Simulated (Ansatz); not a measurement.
Results of r²SCAN+rVV10 (PAW; Ansatz, a first-principles code) for fluorite SrCl2.

Input file:

Ansatz 0.2 input:
```yaml
crystal:
  lattice:
    - [0.0, 3.4754453275, 3.4754453275]
    - [3.4754453275, 0.0, 3.4754453275]
    - [3.4754453275, 3.4754453275, 0.0]
  atoms:
    - { symbol: Sr, position: [0.0, 0.0, 0.0] }
    - { symbol: Cl, position: [0.25, 0.25, 0.25] }
    - { symbol: Cl, position: [0.75, 0.75, 0.75] }
basis:
  ecutwfc: 560
  ecutrho_ratio: 4
  xc_grid: 3
kpoints:
  mp_grid: { grid: [8, 8, 8] }
  band_path:
    path:
      - [0.0, 0.0, 0.0]
      - [0.055556, 0.0, 0.055556]
      - [0.111111, 0.0, 0.111111]
      - [0.166667, 0.0, 0.166667]
      - [0.222222, 0.0, 0.222222]
      - [0.277778, 0.0, 0.277778]
      - [0.333333, 0.0, 0.333333]
      - [0.388889, 0.0, 0.388889]
      - [0.444444, 0.0, 0.444444]
      - [0.5, 0.0, 0.5]
      - [0.5625, 0.125, 0.5625]
      - [0.625, 0.25, 0.625]
      - [0.375, 0.375, 0.75]
      - [0.333333, 0.333333, 0.666667]
      - [0.291667, 0.291667, 0.583333]
      - [0.25, 0.25, 0.5]
      - [0.208333, 0.208333, 0.416667]
      - [0.166667, 0.166667, 0.333333]
      - [0.125, 0.125, 0.25]
      - [0.083333, 0.083333, 0.166667]
      - [0.041667, 0.041667, 0.083333]
      - [0.071429, 0.071429, 0.071429]
      - [0.142857, 0.142857, 0.142857]
      - [0.214286, 0.214286, 0.214286]
      - [0.285714, 0.285714, 0.285714]
      - [0.357143, 0.357143, 0.357143]
      - [0.428571, 0.428571, 0.428571]
      - [0.5, 0.5, 0.5]
      - [0.5, 0.458333, 0.541667]
      - [0.5, 0.416667, 0.583333]
      - [0.5, 0.375, 0.625]
      - [0.5, 0.333333, 0.666667]
      - [0.5, 0.291667, 0.708333]
      - [0.5, 0.25, 0.75]
      - [0.5, 0.1875, 0.6875]
      - [0.5, 0.125, 0.625]
      - [0.5, 0.0625, 0.5625]
    npoints: 1
hamiltonian:
  xc: r2scan
  dispersion: rvv10
  pseudopotentials: { kind: paw }
scf:
  occupations: { method: fermi_dirac, width: 0.01 }
  convergence: { dr2_threshold: 0.0000000003 }
output:
  forces: true
  stress: true
  eigenvalues: true
  write_bands: true
```

The run printed, among other lines:

```
Crystal: 3 atoms, lattice volume = 83.958 Å³
Basis set: ecut = 560 eV, 2565 PW (Γ), exchange–correlation on 120×120×120 points (27 copies of the dense FFT grid, shifted against one another)
Bands: 16, of which v1, the nominal top of the filled ones, is band 12 counted from 1 (11 counted from 0)
Symmetry: 48 space group operations
Space group: Fm-3m (ITA 225), of the structure as read, at distance tolerance 4.4e-5 Å
k-points: 29 of 512
Functional: x = r2scan, c = r2scan + rvv10(b = 11.95, C = 0.0093); τ floored in thin density (d = 2e-4 eV/Å³)
SCF iter   1: F=—  HF=-5727.920861 eV  |F-HF|=—  |Δ(HF+E_count)|=         —  Δρ=4.32e-3  dr2=1.09e-2  dr2_τ=6.93e-3
SCF iter   2: F=—  HF=-5727.967039 eV  |F-HF|=—  |Δ(HF+E_count)|=   4.62e-2  Δρ=1.89e-3  dr2=1.47e-3  dr2_τ=2.19e-4
  ...
SCF iter   6: F=—  HF=-5727.967190 eV  |F-HF|=—  |Δ(HF+E_count)|=   2.49e-6  Δρ=2.85e-6  dr2=4.57e-9  dr2_τ=7.43e-9
SCF iter   7: F=-5727.967190 eV  HF=-5727.967190 eV  |F-HF|=9.55e-11  |Δ(HF+E_count)|=  2.94e-10  Δρ=5.71e-7  dr2=1.97e-10  dr2_τ=2.31e-11
SCF 1 converged in 7 iterations: F = -5727.967190 eV  dr2 = 1.97e-10
SCF converged after 7 iterations
Free energy (F): -5727.967190 eV
Internal energy: -5727.967190 eV  (E = F + TS)
E sigma→0 (E₀):  -5727.967190 eV
Fermi energy:    5.759906 eV
--- Forces (eV/Å), atoms counted from 1 ---
  atom   1  Sr    -0.00000000     0.00000000    -0.00000000
  atom   2  Cl    -0.00000000    -0.00000000     0.00000000
  atom   3  Cl    -0.00000000     0.00000000     0.00000000
--- Stress (GPa, compression-positive) ---
        0.000003       0.000000       0.000000
        0.000000       0.000003      -0.000000
       -0.000000       0.000000       0.000003
  P = ⅓ Tr σ = 0.0000 GPa (0.000 kbar)
```

The PAW data were made under PBE.

Cost on a shared machine: very roughly 16 core-seconds.
